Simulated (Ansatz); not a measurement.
**How methods differ on BSiH4 (SMILES [BH][SiH3])**

The species is BSiH4 (6 atoms), meant as a doublet with charge 0. SMILES: `[BH][SiH3]`. Geometry: relaxed at GFN2-xTB.

```xyz
6

B     0.9385   -0.8301    0.6514
Si   -0.2687    0.3784   -0.1983
H     1.2069   -1.9213    0.9296
H    -1.5115   -0.1384   -0.8202
H     0.3927    1.1027   -1.3009
H    -0.7579    1.4086    0.7384
```

Quantity: the energy change with the B1–H3 bond stretched from 1.158 to 2.315 Å, in eV. The values are calculated.

```tsv
level	kind	program	value (eV)	less FCI/STO-3G	CPU time (all runs)
USVWN5/STO-3G	LDA	Ansatz	5.07	+0.68	3.2 s
U-revPBE/STO-3G	GGA	Ansatz	4.74	+0.35	7.5 s
UB3LYP/STO-3G	global hybrid	Ansatz	4.95	+0.56	11 s
UPBE0/STO-3G	global hybrid	Ansatz	5.07	+0.68	7.8 s
U-wB97X/STO-3G	range-separated hybrid	Ansatz	5.25	+0.86	36 s
UHSE06/STO-3G	range-separated hybrid	Ansatz	5.07	+0.68	11 s
UCCSD/STO-3G	coupled cluster or CI	Ansatz	4.51	+0.12	1.3 s
UCCSDT(Q)/STO-3G	coupled cluster or CI	Ansatz	4.39	0.00	4.8 s
FCI/STO-3G	exact in the basis	Ansatz	4.39	0.00	30 s
```

FCI/STO-3G is exact within its basis and frozen core, so for wave-function methods in that basis the difference is their error; functionals converge differently with the basis, so for them it is only a difference. The first shape isn't each level's own minimum. The values span 4.39 to 5.25 eV. Spin contamination of the reference (⟨S²⟩ at least 0.1 too high) touches U-revPBE/STO-3G, UB3LYP/STO-3G, UPBE0/STO-3G, U-wB97X/STO-3G, UHSE06/STO-3G, UCCSD/STO-3G, UCCSDT(Q)/STO-3G. All rows use very small basis sets, so even the best lies far from the true value. Times are those of the runs behind each value, whatever else they computed, on shared processors of several kinds: orders of magnitude only.
